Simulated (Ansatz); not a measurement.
**SiH2O (singlet): from Hartree-Fock to the top rungs at a displaced geometry (v1), cc-pVDZ**

Aim: climb from Hartree-Fock through coupled cluster for SiH2O (singlet) at one geometry and basis, and see what each rung misses.

The runs use Ansatz 0.2.0, Gaussian basis; cc-pVDZ, core rule «outside noble gas», up to 6 orbitals frozen.

The runs, in order: UHF; CCSD(T) on RHF; BCCD(T) on RHF; CISD; CCSDT(Q) on RHF.

23 further runs of the same task are left out: 8 for a known fault of the program, 7 that didn't finish, 8 set aside as unsound or not needed.

**1. The geometry**

The geometry is a PBE0/def2-TZVP stationary point (not a proven minimum) with its atoms shifted at random (size 0.040 Å).

4 atoms, charge 0, spin multiplicity 1.

Atoms are counted from 1 here; the program's logs count them from 0.

Bond lengths: Si1–O2 1.527 Å, Si1–H3 1.494 Å, Si1–H4 1.490 Å. Angles: O2–Si1–H3 122.0°, O2–Si1–H4 122.2°, H3–Si1–H4 115.8°.

**2. UHF**

in.yaml

```yaml
crystal:
  periodic: [false, false, false]
  atoms:
    - {symbol: Si, position_ang: [0.000475, 0.005088, 0.495264]}
    - {symbol: O, position_ang: [-0.000358, -0.011055, -1.031688]}
    - {symbol: H, position_ang: [0.047606, 1.279165, 1.273187]}
    - {symbol: H, position_ang: [-0.055171, -1.245468, 1.302990]}
basis:
  gaussian: {orbitals: cc-pVDZ}
magnetization: {spin_polarized: true, initial_magnetization: 0}
hamiltonian: {xc: hf}
output: {orbitals: {seedname: orbitals}}
```

On the command line:

```
$ ansatz run in.yaml --threads 1 --pin off --events-out ev --progress --plain --max-ram 2393MiB
```

The runs that follow: CCSD(T) on RHF; BCCD(T) on RHF; CISD; CCSDT(Q) on RHF.

Before running them: what should the planned runs give, taken together? Wanted: RCCSDT(Q) below the RHF energy; RMP2 from RCCSDT(Q); RCCSD from RCCSDT(Q); RCCSD(T) from RCCSDT(Q); T1 diagnostic.

As calculated:

| quantity | value |
| --- | --- |
| RCCSDT(Q) below the RHF energy | -8.6388 eV |
| RMP2 from RCCSDT(Q) | +711.5 meV |
| RCCSD from RCCSDT(Q) | +328.4 meV |
| RCCSD(T) from RCCSDT(Q) | +57.9 meV |
| levels within 1 kcal/mol (43 meV) | RCCSDT |
| T1 diagnostic | 0.026 |

**Reading.** RCCSD(T) lands +57.9 meV from the yardstick (0.7 % of the correlation energy). These misses are within one basis, not against nature.
